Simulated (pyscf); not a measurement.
`[AsH]=[AsH]` + `[OH2]` → `[OH][AsH][AsH2]` (addition across a multiple bond or ene-type step; singlet surface; H–O broken, As–O, As–H formed). Optimised with ωB97X-D3(BJ)/def2-SVP in PySCF. MP2 and CC: frozen core, UHF for open shells. ΔMP2 is the change of the MP2 total energy from the triple- to the quadruple-zeta basis. Rate constants from transition-state theory at the high-pressure limit, CCSD(T)/def2-TZVPP + ΔMP2(QZVPP) energies (ideal gas, 1 atm, RRHO with modes under 100 cm⁻¹ raised to 100, one conformer, R ln 2 for rigid chiral ones; no tunnelling), k in cm³ molecule⁻¹ s⁻¹.

```json
[
 {"T (K)": "298", "1000/T": "3.354", "log10 k": "-31.15"},
 {"T (K)": "600", "1000/T": "1.667", "log10 k": "?"},
 {"T (K)": "900", "1000/T": "1.111", "log10 k": "-18.70"},
 {"T (K)": "1200", "1000/T": "0.833", "log10 k": "-16.95"}
]
```

Q: Fit an Arrhenius line to the three values, give the activation energy, and predict k at 600 K.

A: Least squares gives log10 k = -12.37 − 5.60 × 1000/T, so Ea = 5.60 × ln 10 × 1.987 = 25.6 kcal/mol, against an electronic barrier of 25.7. At 600 K the line gives -21.70; the computed value is -21.94 (ΔG‡ = 43.8 kcal/mol), a factor 1.7 under the line, since the plot is curved. This is the saddle that the search found; another between the same sides may lie lower. The CCSD(T) − MP2 part came from Ansatz, without density fitting, on the same reference. The frozen core leaves the outer d or s,p core shells of the metals and heavy elements correlated in the MP2 and CC values, and def2-TZVPP describes them poorly, which can shift differences by a few kcal/mol. Elements up to Kr have no core potential and no relativistic terms here.
